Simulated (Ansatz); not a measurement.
## GeH4⁺, doublet along the distance Ge1-H3

Starting geometry (PBE0/def2-TZVP stationary point for this spin, not checked as a minimum):

```csv
atom,x (Å),y (Å),z (Å)
Ge,0.0000,0.0000,0.0000
H,0.5613,1.0339,1.0326
H,-0.5699,-1.0297,1.0321
H,-0.5592,1.0308,-1.0368
H,0.5678,-1.0351,-1.0279
```

From there H3 moves along the line of the two atoms named below, all else staying in place; atoms are numbered as listed. Energies are in kJ/mol, counted from the starting geometry at the same level.

Basis 6-31G (Cartesian d functions); Ansatz 0.2.0. Only valence electrons are correlated (noble-gas cores and the filled d shells of p-block atoms frozen). R marks a restricted (for open shells ROHF) determinant, U an unrestricted one. Active spaces: valence = (7e, 8o) chosen from the atoms' valence shells. No spin–orbit coupling is included, and no scalar relativity.

Runs in a small pair space aren't shown, since their orbitals change along the scan.

Full CI is exact within this basis and frozen core; it isn't the basis-set limit. The frozen core follows each run's orbitals, which can shift R against U totals by a few meV for light atoms and by up to 0.1 eV past Ca.

```json
{"distance Ge1-H3 (Å)": "1.224", "full CI": "149.8", "unpaired electrons (full CI)": "1.04", "error UMP2": "-6.5", "error UCCSD(T)": "-0.3", "error RCCSDT": "-0.1", "error UCCSDT": "-0.1", "error RCCSDT(Q)": "-0.1", "error MRCISD+Q(relaxed) (valence space)": "-0.2"}
{"distance Ge1-H3 (Å)": "1.399", "full CI": "30.1", "unpaired electrons (full CI)": "1.04", "error UMP2": "-3.6", "error UCCSD(T)": "-0.2", "error RCCSDT": "0.0", "error UCCSDT": "0.0", "error RCCSDT(Q)": "0.0", "error MRCISD+Q(relaxed) (valence space)": "-0.1"}
{"distance Ge1-H3 (Å)": "1.565", "full CI": "0.0", "unpaired electrons (full CI)": "1.05", "error UMP2": "0.0", "error UCCSD(T)": "0.0", "error RCCSDT": "0.0", "error UCCSDT": "0.0", "error RCCSDT(Q)": "0.0", "error MRCISD+Q(relaxed) (valence space)": "0.0"}
{"distance Ge1-H3 (Å)": "1.735", "full CI": "5.3", "unpaired electrons (full CI)": "1.06", "error UMP2": "3.9", "error UCCSD(T)": "0.5", "error RCCSDT": "0.1", "error UCCSDT": "0.1", "error RCCSDT(Q)": "0.0", "error MRCISD+Q(relaxed) (valence space)": "0.0"}
{"distance Ge1-H3 (Å)": "1.864", "full CI": "17.2", "unpaired electrons (full CI)": "1.06", "error UMP2": "-0.2", "error UCCSD(T)": "0.9", "error RCCSDT": "0.1", "error UCCSDT": "0.1", "error RCCSDT(Q)": "0.1", "error MRCISD+Q(relaxed) (valence space)": "0.0"}
{"distance Ge1-H3 (Å)": "2.142", "full CI": "39.0", "unpaired electrons (full CI)": "1.06", "error UMP2": "-12.6", "error UCCSD(T)": "0.3", "error RCCSDT": "0.1", "error UCCSDT": "0.1", "error RCCSDT(Q)": "0.1", "error MRCISD+Q(relaxed) (valence space)": "0.1"}
{"distance Ge1-H3 (Å)": "2.554", "full CI": "52.9", "unpaired electrons (full CI)": "1.04", "error UMP2": "-19.0", "error UCCSD(T)": "-0.7", "error RCCSDT": "0.1", "error UCCSDT": "0.1", "error RCCSDT(Q)": "0.1", "error MRCISD+Q(relaxed) (valence space)": "0.1"}
{"distance Ge1-H3 (Å)": "2.905", "full CI": "58.0", "unpaired electrons (full CI)": "1.04", "error UMP2": "-19.8", "error UCCSD(T)": "-0.9", "error RCCSDT": "0.0", "error UCCSDT": "0.1", "error RCCSDT(Q)": "0.1", "error MRCISD+Q(relaxed) (valence space)": "0.0"}
{"distance Ge1-H3 (Å)": "3.372", "full CI": "61.8", "unpaired electrons (full CI)": "1.04", "error UMP2": "-19.9", "error UCCSD(T)": "-0.9", "error RCCSDT": "0.0", "error UCCSDT": "0.1", "error RCCSDT(Q)": "0.1", "error MRCISD+Q(relaxed) (valence space)": "0.0"}
{"distance Ge1-H3 (Å)": "4.297", "full CI": "65.2", "unpaired electrons (full CI)": "1.04", "error UMP2": "-19.8", "error UCCSD(T)": "-0.9", "error RCCSDT": "0.0", "error UCCSDT": "0.1", "error RCCSDT(Q)": "0.1", "error MRCISD+Q(relaxed) (valence space)": "0.0"}
{"distance Ge1-H3 (Å)": "5.255", "full CI": "66.2", "unpaired electrons (full CI)": "1.04", "error UMP2": "-19.8", "error UCCSD(T)": "-0.9", "error RCCSDT": "0.0", "error UCCSDT": "0.1", "error RCCSDT(Q)": "0.1", "error MRCISD+Q(relaxed) (valence space)": "0.0"}
```

Unpaired electrons are Σ n²(2−n)² over natural occupations. Errors are those of relative energies. In total energy the starting point itself misses full CI by: UMP2 81.5, UCCSD(T) 2.0, RCCSDT 0.1, UCCSDT 0.0, RCCSDT(Q) 0.0, MRCISD+Q(relaxed) (valence space) -0.2 kJ/mol.

Spread of the error over the points with a reference, to 5.255 Å (largest less smallest): RCCSDT(Q) 0.1, RCCSDT 0.2, UCCSDT 0.2, MRCISD+Q(relaxed) (valence space) 0.3, UCCSD(T) 1.8, UMP2 23.7 kJ/mol.

Going outwards, the relative energy of UMP2 first misses by more than 4.2 kJ/mol (1 kcal/mol) at 2.142 Å.

MRCISD+Q(relaxed) (valence space) stays parallel to the reference within 0.3 kJ/mol over the points shown.
